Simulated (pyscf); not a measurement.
Four-centre exchange: `[F][Sn][F]` [singlet] + `[SH2]` → `[FH]` + `[F][Sn][SH]` [singlet]

Gas phase, singlet surface, charge 0. Bonds broken: F1–Sn2, S4–H5. Bonds formed: F1–H5, Sn2–S4. Single points on ωB97X-D3(BJ)/def2-SVP structures (PySCF, gas phase). Correlated levels are frozen-core, on RHF or UHF. ΔMP2 is the change of the MP2 total energy from the triple- to the quadruple-zeta basis.

Transition state (Å):

```xyz
6

F      0.5487    -0.0645     0.2010
Sn    -1.2626    -0.3388     1.3391
F     -1.3707    -2.2081     0.7960
S     -1.7097     0.4270    -1.1892
H     -0.2301     0.1931    -0.7265
H     -1.6808     1.7469    -0.9110
```

One imaginary mode, 751i cm⁻¹; descent along it reached the two sides named, in the forms told below.

| bond | change | reactant side (Å) | saddle | product side |
|---|---|---|---|---|
| F1–Sn2 | breaks | 1.982 | 2.157 | 2.512 |
| S4–H5 | breaks | 1.352 | 1.568 | 2.159 |
| F1–H5 | forms | 2.191 | 1.238 | 0.958 |
| Sn2–S4 | forms | 2.9 | 2.7 | 2.509 |

Electronic energies relative to the separated reactants (kcal/mol):

```csv
level,barrier,reaction energy,reverse barrier
ωB97X-D3(BJ)/def2-TZVP,-4.1,+0.5,-4.5
PBE/def2-TZVP,-5.2,+3.8,-9.0
r²SCAN/def2-TZVP,-5.4,+3.7,-9.1
B3LYP-D3(BJ)/def2-TZVP,-2.0,+3.7,-5.8
PBE0-D3(BJ)/def2-TZVP,-4.8,+1.3,-6.1
M06-2X/def2-TZVP,-1.3,+3.3,-4.6
ωB97M-D3(BJ)/def2-TZVP,0.3,+4.8,-4.5
HF/def2-TZVP,14.7,+5.2,9.5
MP2/def2-QZVPP,-2.4,+1.0,-3.4
CCSD/def2-TZVPP,3.4,+2.4,1.0
CCSD(T)/def2-TZVPP,0.8,+1.8,-1.0
CCSD(T)/def2-TZVPP + ΔMP2(QZVPP),0.0,+2.2,-2.1
```

With CCSD(T)/def2-TZVPP + ΔMP2(QZVPP) energies and thermal terms (ideal gas, 1 atm, RRHO with modes under 100 cm⁻¹ raised to 100, one conformer, R ln 2 for chiral ones without a mode under 150 cm⁻¹), in kcal/mol:

| T (K) | ΔH‡ | ΔG‡ | ΔH | ΔG |
|---|---|---|---|---|
| 298 | -0.7 | 10.2 | +3.5 | +4.0 |
| 600 | -0.3 | 21.1 | +4.0 | +4.3 |
| 900 | 0.4 | 31.6 | +4.4 | +4.4 |
| 1200 | 1.2 | 41.9 | +4.7 | +4.4 |

On the reactant side the descent ends in an adduct with a S–Sn contact, 13.6 kcal/mol under the separated species and 9.5 kcal/mol under the saddle at ωB97X-D3(BJ)/def2-TZVP. On the product side the descent ends in a bound adduct, 9.7 kcal/mol under the separated species and 5.2 kcal/mol under the saddle at ωB97X-D3(BJ)/def2-TZVP. At ωB97X-D3(BJ)/def2-TZVP, PBE, r²SCAN, B3LYP-D3(BJ), PBE0-D3(BJ), M06-2X, MP2 the saddle lies under the separated reactants, which points to a path from their complex (located at ωB97X-D3(BJ) alone). At ωB97X-D3(BJ)/def2-TZVP, PBE, r²SCAN, B3LYP-D3(BJ), PBE0-D3(BJ), M06-2X, ωB97M-D3(BJ)/def2-TZVP, MP2, CCSD(T), CCSD(T) the saddle lies under the separated products, which points to a path from their complex (located at ωB97X-D3(BJ) alone), and parting the products costs more than the saddle. What is counted as formed (S–Sn) is already present as a longer contact in the reactant adduct; forming that adduct is a step of its own. This is the saddle that the search found; another between the same sides may lie lower. The CCSD(T) − MP2 part came from Ansatz, without density fitting, on the same reference. The frozen core leaves the outer d or s,p core shells of the metals and heavy elements correlated in the MP2 and CC values, and def2-TZVPP describes them poorly, which can shift differences by a few kcal/mol. Elements past Kr carry the def2 core potentials, without spin-orbit coupling.
